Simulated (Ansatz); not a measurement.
```yaml
crystal:
  periodic: [false, false, false]
  atoms:
    - {symbol: N, position_ang: [-0.507869, 0.865569, -0.947772]}
    - {symbol: C, position_ang: [0.392877, -0.121055, -0.679723]}
    - {symbol: C, position_ang: [0.512611, -0.790747, 0.476311]}
    - {symbol: S, position_ang: [-0.641409, -0.582751, 1.786245]}
    - {symbol: H, position_ang: [-0.738977, 1.036613, -1.909918]}
    - {symbol: H, position_ang: [-1.273407, 0.942909, -0.293521]}
    - {symbol: H, position_ang: [1.097115, -0.327640, -1.480843]}
    - {symbol: H, position_ang: [1.303857, -1.516322, 0.602268]}
    - {symbol: H, position_ang: [-0.056297, 0.447125, 2.429954]}
basis:
  gaussian: {orbitals: cc-pVTZ}
total_charge: 3
magnetization: {spin_polarized: true, initial_magnetization: 1}
hamiltonian: {xc: {name: wB97M-V}}
output: {forces: true}
```

```sh
$ ansatz run in.yaml --threads 2 --pin off --events-out ev --progress --plain --max-ram 4352MiB
```

It prints (some lines left out):

```
Functional definition: wB97M-V
1078 factors; their error is unknown
254 factors; integrals over basis functions are off by at most 1.2e-5 eV
mean field evaluation 1: about -14395.6310 eV, gradient 8.3e1 eV
mean field evaluation 2: about -14197.6806 eV, gradient 1.8e2 eV
mean field evaluation 4: about -14427.7227 eV, gradient 3.2e1 eV
mean field evaluation 8: about -14434.0613 eV, gradient 1.3e0 eV
mean field evaluation 16: about -14434.1336 eV, gradient 5.4e-2 eV
mean field evaluation 32: about -14434.1352 eV, gradient 1.2e-4 eV
mean field -14434.13517437 eV, -530.4446838499 hartree, gradient 1.2e-5 eV, S^2 0.775299; 2 other end points of the search recorded, 0 dependent functions left out
reference -14434.13520960 eV, -530.4446851445 hartree; 19, 18 occupied and 175, 176 virtual orbitals, 1078 factors
Total energy: -14434.13520960 eV, -530.4446851445 hartree
Atom 0 at    -0.507869     0.865569    -0.947772 Å, force     1.694476    -5.434609     1.983981 eV/Å
Atom 1 at     0.392877    -0.121055    -0.679723 Å, force    -1.350823     5.556035    -6.642765 eV/Å
Atom 2 at     0.512611    -0.790747     0.476311 Å, force    -0.280050    -1.011984     4.877161 eV/Å
Atom 3 at    -0.641409    -0.582751     1.786245 Å, force    -1.129986    -1.694226     0.716960 eV/Å
Atom 4 at    -0.738977     1.036613    -1.909918 Å, force     0.185296     1.426981    -1.810988 eV/Å
Atom 5 at    -1.273407     0.942909    -0.293521 Å, force    -0.859922     1.284850     0.353654 eV/Å
Atom 6 at     1.097115    -0.327640    -1.480843 Å, force     0.280764    -0.157483    -0.328546 eV/Å
Atom 7 at     1.303857    -1.516322     0.602268 Å, force     0.583819    -0.984946     0.163206 eV/Å
Atom 8 at    -0.056297     0.447125     2.429954 Å, force     0.876426     1.015380     0.687338 eV/Å
Dipole moment:     0.177588     0.255674    -0.356884 e Å
```

Problem. What is wrong with this run?

Solution. The charge is far from anything that the molecule holds. Self-consistency was reached. The result belongs to that input, not to the molecule as meant.
